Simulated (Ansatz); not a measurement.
**C2H3NO: single points off equilibrium**

An exercise on one series of results from a longer session: the logs are not shown, and one member is left open.

Program: Ansatz 0.2.0, Gaussian basis. Level of theory: single points in def2-TZVPP. These are calculated values, not measurements.

Cores are frozen in the correlated methods.

### Starting geometry

SMILES `NC#CO`, 7 atoms, charge 0, spin multiplicity 1.

Atoms are counted from 1 here; the program's logs count them from 0.

Bond lengths: N1–C2 1.328 Å, N1–H5 0.937 Å, N1–H6 1.062 Å, C2–C3 1.212 Å, C3–O4 1.282 Å, O4–H7 0.923 Å. Angles: C2–N1–H5 115.2°, C2–N1–H6 109.6°, H5–N1–H6 105.0°, N1–C2–C3 177.2°, C2–C3–O4 171.6°, C3–O4–H7 113.6°.

Coordinates:

```csv
atom,x (Å),y (Å),z (Å)
N1,-0.6286,1.4223,0.0018
C2,-0.1368,0.1900,-0.0448
C3,0.3350,-0.9259,-0.0327
O4,0.9856,-2.0288,-0.1003
H5,-1.0826,1.7001,-0.7695
H6,-1.3466,1.4892,0.7814
H7,1.8821,-1.9416,0.1021
```

Set-up of the first run:

run/in.yaml reads:

```yaml
crystal:
  periodic: [false, false, false]
  atoms:
    - {symbol: N, position_ang: [-0.628600, 1.422300, 0.001800]}
    - {symbol: C, position_ang: [-0.136800, 0.190000, -0.044800]}
    - {symbol: C, position_ang: [0.335000, -0.925900, -0.032700]}
    - {symbol: O, position_ang: [0.985600, -2.028800, -0.100300]}
    - {symbol: H, position_ang: [-1.082600, 1.700100, -0.769500]}
    - {symbol: H, position_ang: [-1.346600, 1.489200, 0.781400]}
    - {symbol: H, position_ang: [1.882100, -1.941600, 0.102100]}
basis:
  gaussian: {orbitals: def2-TZVPP}
correlation: {method: ccsd_t}
output: {forces: true}
```

No record of the launch command was kept for these runs.

Among the steps run: CCSD(T)/def2-TZVPP; PBE0-D4/def2-TZVPP; wB97M-V/def2-TZVPP; r2SCAN-D4/def2-TZVPP; PBE-D4/def2-TZVPP; revPBE-D4/def2-TZVPP; SPW92/def2-TZVPP.

One table of the session follows, with a row left open; its other results are not shown here.

```
   method  RMS force component (eV/Å)  angle to CCSD(T) forces (°)  dipole (D)
  CCSD(T)                       1.904                    reference        0.72
  PBE0-D4                       1.868                          8.4        0.76
  wB97M-V                       1.986                          7.8        0.74
r2SCAN-D4                       1.839                          8.1        0.75
   PBE-D4                       1.860                         13.0        0.73
revPBE-D4                           ?                            ?           ?
    SPW92                       1.864                         20.3        0.76
```

Q: Estimate the row for revPBE-D4 from the others.

As computed: RMS force component (eV/Å): 1.876; angle to CCSD(T) forces (°): 12.0; dipole (D): 0.71. In the column «RMS force component (eV/Å)» it lies between PBE0-D4 (1.868) and CCSD(T) (1.904).
